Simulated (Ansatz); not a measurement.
Basis-set extrapolation for C2H3F3S (`CSC(F)(F)F`) (PBE0-D4/def2-TZVP geometry, frozen core, Ansatz). Multiplicity 1, RHF reference.

|  | def2-TZVPP | def2-QZVPP |
| --- | --- | --- |
| HF | -773.506705 | -773.534348 |
| MP2 correlation | -1.250615 | -1.361431 |
| CCSD(T) correlation | -1.325351 | not run |

Energies in hartree. Use E(X) = E(∞) + A·exp(−7.88·√X) for Hartree–Fock and E(X) = E(∞) + B·X^(−2.97) for correlation, with X = 3 and 4, and add CCSD(T) minus MP2 of the smaller set to the MP2 limit.

What is the CCSD(T) energy at the basis-set limit?

HF limit: -773.534348 + (-0.027643) × 0.13774 = -773.53816. MP2 limit: -1.361431 + (-0.110816) × 0.74074 = -1.44352. Higher-order term: -1.325351 − (-1.250615) = -0.07474. Total: -775.05642 hartree, 589.1 kJ/mol below CCSD(T)/def2-TZVPP.
